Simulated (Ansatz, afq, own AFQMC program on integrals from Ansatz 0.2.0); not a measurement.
## CH2Al, quartet in cc-pVDZ along one coordinate

```yaml
atoms:
  - { symbol: Al, position_ang: [0.0000, -0.0744, 0.6134] }
  - { symbol: C, position_ang: [0.0000, 0.0101, -1.3080] }
  - { symbol: H, position_ang: [0.0000, 1.3217, 1.4205] }
  - { symbol: H, position_ang: [0.0000, 0.5490, -2.2537] }
```

The Al1–C2 distance is changed with both sides rigid. Energies in eV count from this geometry (1.923 Å) at the same level; the start stands on UHF, each point on the determinant named.

Basis cc-pVDZ. Only valence electrons are correlated. Integrals, coupled cluster, full CI and functionals: Ansatz 0.2.0; the random walks run on the same integrals in our own AFQMC program. The CISD trial takes its coefficients from CCSD amplitudes. Released means that phaseless walkers are propagated on without the constraint, phases kept. Error bars are statistical, one sigma.

Cautions, each for one point or more: an unrestricted solution with more broken spin lies lower, while this determinant keeps restricted orbitals; higher spins were not checked; lower spins were not checked; raised T1 diagnostic; the ph-AFQMC/CISD walk drifts between its halves; unrestricted determinant spin contaminated.

| r(Al1–C2) / Å | det. | T1 | weight | ⟨S²⟩ | CCSD(T) | ph-AFQMC/CISD | released AFQMC | CCSDT(Q) | B2PLYP | PBE0 |
| --- | --- | --- | --- | --- | --- | --- | --- | --- | --- | --- |
| 1.706 | UHF | 0.016 | 0.91 | 3.77 | 0.673 | 0.682 ± 0.010 | 0.656 ± 0.012 | 0.676 | 0.621 | 0.611 |
| 2.117 | UHF | 0.021 | 0.91 | 3.78 | 0.150 | 0.138 ± 0.011 | 0.151 ± 0.011 | 0.146 | 0.176 | 0.184 |
| 2.711 | UHF | 0.047 | 0.86 | 3.92 | 1.706 | 1.715 ± 0.012 | 1.681 ± 0.016* | 1.674 | 1.780 | 1.805 |
| 5.145 | UHF | 0.016 | 0.88 | 3.75 | 2.927 | 2.947 ± 0.009 | 2.927 ± 0.011 | 2.939 | 3.360 | 3.522 |

Weight is that of the determinant in the CISD state; at the start T1 is 0.018 and the weight 0.91, and ⟨S²⟩ is 3.77. An asterisk marks released energies that aren't shown to be converged. Largest departures from CCSDT(Q), at the points where its series has closed: CCSD(T) -0.012 eV at 5.145 (on UHF), ph-AFQMC/CISD 0.008 eV at 5.145 (on UHF) (within the noise), released AFQMC -0.019 eV at 1.706 (on UHF) (within the noise), B2PLYP 0.420 eV at 5.145, PBE0 0.583 eV at 5.145. Functionals count only at points shown to share the start's state and spin. In this small basis the wave-function levels are far from their limit, so their gap to the functionals isn't the functionals' error.

Some points may be missing: those where a free walk finds a much lower state, and past Zn most of those on another determinant than at the start.

CCSDT and higher add their correlation energy to the determinant of the CCSD(T) run, since their own runs factorise the integrals more tightly (a shift of under 2 meV). A walk keeps the symmetry of its determinant, which the program's search chose and which needn't be the lowest solution, so a lower state of the same spin and another symmetry isn't excluded.
